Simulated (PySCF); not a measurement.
Molecular orbitals of NO

PBE0 at R = 1.142 Å; N def2-TZVP, O def2-TZVP; no relativity (PySCF 2.14). State: ²Π (doublet), unpaired electrons π ↑. Only the outer orbitals are listed, counted within each symmetry.

```json
{"spin": "α", "orbital": "3σ", "occ.": "1", "ε (eV)": "-35.01", "on N (%)": "33", "main shells (%)": "57 O s, 23 N s, 10 O p"}
{"spin": "α", "orbital": "4σ", "occ.": "1", "ε (eV)": "-19.41", "on N (%)": "40", "main shells (%)": "39 N s, 34 O s, 25 O p"}
{"spin": "α", "orbital": "1π", "occ.": "1", "ε (eV)": "-15.33", "on N (%)": "39", "main shells (%)": "60 O p, 38 N p"}
{"spin": "α", "orbital": "1π", "occ.": "1", "ε (eV)": "-14.46", "on N (%)": "37", "main shells (%)": "62 O p, 36 N p"}
{"spin": "α", "orbital": "5σ", "occ.": "1", "ε (eV)": "-13.75", "on N (%)": "70", "main shells (%)": "37 N p, 32 N s, 28 O p"}
{"spin": "α", "orbital": "2π", "occ.": "1", "ε (eV)": "-6.28", "on N (%)": "63", "main shells (%)": "62 N p, 37 O p"}
{"spin": "α", "orbital": "2π", "occ.": "0", "ε (eV)": "-2.63", "on N (%)": "65", "main shells (%)": "65 N p, 34 O p"}
{"spin": "β", "orbital": "3σ", "occ.": "1", "ε (eV)": "-34.41", "on N (%)": "32", "main shells (%)": "56 O s, 22 N s, 10 O p"}
{"spin": "β", "orbital": "4σ", "occ.": "1", "ε (eV)": "-18.34", "on N (%)": "34", "main shells (%)": "35 O s, 34 N s, 30 O p"}
{"spin": "β", "orbital": "1π", "occ.": "1", "ε (eV)": "-14.21", "on N (%)": "36", "main shells (%)": "64 O p, 34 N p"}
{"spin": "β", "orbital": "1π", "occ.": "1", "ε (eV)": "-13.15", "on N (%)": "34", "main shells (%)": "66 O p, 32 N p"}
{"spin": "β", "orbital": "5σ", "occ.": "1", "ε (eV)": "-13.05", "on N (%)": "76", "main shells (%)": "38 N s, 37 N p, 23 O p"}
{"spin": "β", "orbital": "2π", "occ.": "0", "ε (eV)": "-2.20", "on N (%)": "67", "main shells (%)": "67 N p, 33 O p"}
{"spin": "β", "orbital": "2π", "occ.": "0", "ε (eV)": "-0.96", "on N (%)": "69", "main shells (%)": "69 N p, 30 O p"}
```

Task: Which are the highest filled and the lowest empty level, where do they sit, and how wide is the gap?

Result: Highest filled α 2π at -6.28 eV (in %: 62 N p, 37 O p); lowest empty α 2π at -2.63 eV (in %: 65 N p, 34 O p); the gap at PBE0 is 3.65 eV. Both belong to one degenerate shell, split only by its one-sided filling, so this is no excitation gap.

```
bond order (Mayer)                             : 2.13
⟨S²⟩                                           : 0.754
charge on N (Mulliken, basis-dependent)        : 0.06
charge on N (Löwdin, basis-dependent)          : -0.10
dipole moment (positive dipole means N(−)O(+)) : 0.13 D
polarisability along the bond                  : 13.6 bohr³
polarisability across the bond                 : 7.2 bohr³
```

The state is the lowest determinant that a PBE0 search found; another state may lie lower at other levels.
